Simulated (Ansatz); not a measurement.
# How close CCSD(T) comes to the exact answer in a basis

Each species is computed at the geometry given (Å), with frozen cores, in Ansatz 0.2.0: RHF-CCSD(T) for singlets, UHF-CCSD(T) otherwise, and full CI in the same basis. The program picks the determinant by trial CCSD, so it needn't be the lowest Hartree–Fock solution. States: BN⁺ Π, HCP Σ⁺ or Δ, LiMg⁻ Σ⁺ or Δ. Cases whose determinant has another symmetry than full CI's state, or whose (Q) step broke down, weren't drawn.

Task: Judging by size, spin and bonding and the diagnostics given, rank them by the size of CCSD(T)'s error in total energy against full CI in the same basis, smallest first (an estimate).
A. HCP, singlet, 6-31G: C 0.000 0.000 0.194; P 0.000 0.000 -1.757; H 0.000 0.000 1.563. T1 0.041, (T) -421 meV in a correlation energy of -6.63 eV
B. BN⁺, doublet, cc-pVDZ: B 0.000 0.000 0.000; N 0.000 0.000 1.172. T1 0.136, (T) -179 meV in a correlation energy of -4.33 eV
C. LiMg⁻, singlet, aug-cc-pVTZ: Li 0.000 0.000 0.000; Mg 0.000 0.000 2.940. T1 0.059, (T) -107 meV in a correlation energy of -2.05 eV

Result: C (34.1 meV), A (71.3 meV), B (185.3 meV).

```json
{"species": "LiMg⁻, singlet", "basis": "aug-cc-pVTZ", "correlated electrons": "4", "CCSD(T) − full CI (meV)": "34.1", "CCSDT(Q) − full CI (meV)": "1.9", "unpaired electrons (full CI)": "0.54", "T1": "0.059", "⟨S²⟩ of the determinant": "0.00"}
{"species": "HCP, singlet", "basis": "6-31G", "correlated electrons": "10", "CCSD(T) − full CI (meV)": "71.3*", "CCSDT(Q) − full CI (meV)": "-10.5", "unpaired electrons (full CI)": "0.71", "T1": "0.041", "⟨S²⟩ of the determinant": "0.00"}
{"species": "BN⁺, doublet", "basis": "cc-pVDZ", "correlated electrons": "7", "CCSD(T) − full CI (meV)": "185.3*", "CCSDT(Q) − full CI (meV)": "-22.5", "unpaired electrons (full CI)": "1.40", "T1": "0.136", "⟨S²⟩ of the determinant": "1.79"}
```

Unpaired electrons are Σ n²(2−n)² over natural occupations; an open shell counts its own unpaired electrons too. Frozen cores follow each run's orbitals, which moves totals by a few meV. An asterisk marks runs whose energy the program itself flagged as in doubt.
